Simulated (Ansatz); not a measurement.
carbonyl sulfide (COS), SMILES O=C=S.

The structure is a stationary point at B3LYP-D3(BJ)/def2-TZVP.

Two levels are set side by side: PBE/def2-TZVPD (Ansatz, a quantum-chemistry and plane-wave program) and PBE0/def2-TZVPD (Ansatz). Energy differences of separate SCF runs at the same geometry; the states with an electron removed or added have multiplicity 2 and 2. Differences are taken from unrounded values.

```json
[
 {"quantity": "vertical ionisation energy (eV)", "PBE": "11.23"},
 {"quantity": "vertical singlet–triplet gap (eV)", "PBE": "4.98"}
]
```

**Question.** These are the PBE values. What does PBE0 give? (The exact figures need the calculation; the answer reports its results.)

**Answer.** 
```json
[
 {"quantity": "vertical ionisation energy (eV)", "PBE0": "11.27", "PBE minus PBE0": "-0.04"},
 {"quantity": "vertical singlet–triplet gap (eV)", "PBE0": "4.88", "PBE minus PBE0": "0.11"}
]
```
